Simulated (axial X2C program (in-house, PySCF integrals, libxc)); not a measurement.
# Outer orbitals of LiF⁺ at 2.031 Å, PBE0

All values were computed with an axial X2C code built on PySCF integrals. Spin-free means the one-electron spin-free X2C Hamiltonian; two-component (2c) means X2C with spin–orbit coupling and atomic mean-field two-electron Coulomb and Gaunt terms, so the difference of the two also holds small scalar two-electron terms. Basis: F dyall-av3z [7s6p3d2f], Li dyall-cv3z [7s8p2d] (cores contracted in-house); Gaussian nuclei, density fitting, unrestricted open shells. Masses: F 18.998 u, Li 7.016 u.

The distance is close to the 2c PBE0 minimum; the highest filled and lowest empty levels are listed.

Spin-free orbitals, state M_S = 1/2, Λ = 1 (beyond evenly filled blocks: π+α, π+β, π-α) (Löwdin shares):

```tsv
symmetry	occupied	ε (eV)	atomic character
π+α	yes	-21.76	99% F p
π-α	yes	-21.76	99% F p
σα	yes	-20.84	97% F p
σβ	yes	-20.00	97% F p, 2% Li p
π+β	yes	-19.40	98% F p
π-β	no	-14.24	98% F p
σα	no	-6.16	81% Li s, 8% F s, 7% F p
σβ	no	-6.13	80% Li s, 8% F s, 7% F p
π+α	no	-4.48	89% Li p, 10% F p
π-α	no	-4.48	89% Li p, 10% F p
```

Spinors with spin–orbit coupling (state Ω = 3/2):

| ω | occupied | ε (eV) | atomic character | λ mixture |
| --- | --- | --- | --- | --- |
| -1/2 | yes | -21.77 | 99% F p | 100% π |
| 3/2 | yes | -21.73 | 99% F p | 100% π |
| 1/2 | yes | -20.83 | 97% F p | 100% σ |
| -1/2 | yes | -20.00 | 97% F p, 2% Li p | 100% σ |
| 1/2 | yes | -19.42 | 98% F p | 100% π |
| -3/2 | no | -14.22 | 98% F p | 100% π |
| 1/2 | no | -6.16 | 80% Li s, 8% F s, 7% F p | 100% σ |
| -1/2 | no | -6.13 | 80% Li s, 8% F s, 7% F p | 100% σ |
| -1/2 | no | -4.48 | 89% Li p, 10% F p | 100% π |
| 3/2 | no | -4.48 | 89% Li p, 10% F p | 100% π |

How does the gap between the highest filled and lowest empty level change from the spin-free to the 2c table?

From 5.16 to 5.20 eV at PBE0, a change of 0.04 eV.

Mulliken charges and populations of the two-component result (they depend on the basis, above all on diffuse functions):

F 0.02 e (s 4.01 p 4.97), Li 0.98 e (s 2.00 p 0.02). ⟨Lz⟩ = 1.00 ħ and ⟨Sz⟩ = 0.50 ħ (0.50 and 0.00 on the two atoms), which add up to Ω.

One determinant describes the state; a PBE0 search over occupations chose it and may have missed a lower one. Density functionals use the spin component along the axis (collinear). Other states lie close and PBE0, whose exact exchange favours high spin, may order them wrongly; the determinant shown need not be the ground state. The nearest other spin-free determinant of the search, M_S = 1/2, Λ = 0, lies 0.26 eV up at the distance of the search. The functionals have no current-density term, which raises determinants with orbital currents, atoms included.
